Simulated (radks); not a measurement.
# N²⁺ in [He] 2s2 2p1: an all-electron calculation

An exercise on one series of results from a longer session: the logs are not shown, and one member is left open.

Method: Dirac Kohn-Sham, HCTH/407, spin-unpolarised, spherical densities, point nucleus; open shells fill j = l - 1/2 first. Code: radks (a radial shooting solver on a logarithmic mesh, Libxc functionals) version 1.

**What is computed**

| Item | Value |
| --- | --- |
| element | nitrogen (Z = 7) |
| charge | +2 |
| electrons | 5 |
| configuration | [He] 2s2 2p1 |

The first run:

The run's settings:

```text
Z 7
configuration [He] 2s2 2p1 3s0 3p0 3d0
relativity Dirac
functional hcth_407
spin unpolarised
j_filling energy
nucleus point
c 137.035999084
```

One of the session's tables, all rows but one given; the rest of the session is left out.

It belongs to the step «Orbitals and density». Radial moments (bohr):

| level | <r> | outermost maximum (interpolated) | 90 % within |
| --- | --- | --- | --- |
| 1s1/2 | 0.2290 | 0.149 | 0.410 |
| 2s1/2 | 1.169 | 0.956 | 1.82 |
| 2p1/2 | 1.142 | 0.868 | 1.88 |
| 2p3/2 | ? | ? | ? |

**Question.** Estimate the row for 2p3/2.

The run gave: <r>: 1.143; outermost maximum (interpolated): 0.869; 90 % within: 1.89. In the column «<r>» it lies between 2p1/2 (1.142) and 2s1/2 (1.169).

Caveats from the session: Spin polarisation and multiplet splitting are left out.
